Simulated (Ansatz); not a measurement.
Program: Ansatz. Geometries: PBE0-D4/def2-TZVP. ΔE: electronic, gas phase. CCSD(T)/CBS adds triple-zeta CCSD(T) − MP2 to the extrapolated MP2 energy (def2 sets, frozen cores). Functionals use def2-TZVPP. One conformer a species, not always the lowest.

`CN1COC1F` → `NC/C(O)=C\F`  (isomerisation)

(1) Is it downhill or uphill in electronic energy at CCSD(T)/CBS, and by how much? (Estimate.)

(2) What do these levels give: ωB97X-V, PBE0, SCS-MP2/def2-TZVPP, CCSD/def2-TZVPP, MP2/def2-QZVPP, SCS-MP2/def2-QZVPP? (An estimate is asked.)

Largest T1 diagnostic among the species: 0.012.

Results:

(1) Computed: Downhill: ΔE = -37.7 kJ/mol.

(2) The calculation gave: ωB97X-V -19.4, PBE0 -31.5, SCS-MP2/def2-TZVPP -28.0, CCSD/def2-TZVPP -30.1, MP2/def2-QZVPP -34.9, SCS-MP2/def2-QZVPP -31.2 kJ/mol.

From PBE to PBE0 (25 % exact exchange), in def2-TZVPP and without D4, ΔE moves by +8.6 kJ/mol. In def2-TZVPP, CCSD(T) changes the Hartree–Fock value by −11.4 kJ/mol (the triples alone add −2.5 kJ/mol) and MP2 by −10.8 kJ/mol.
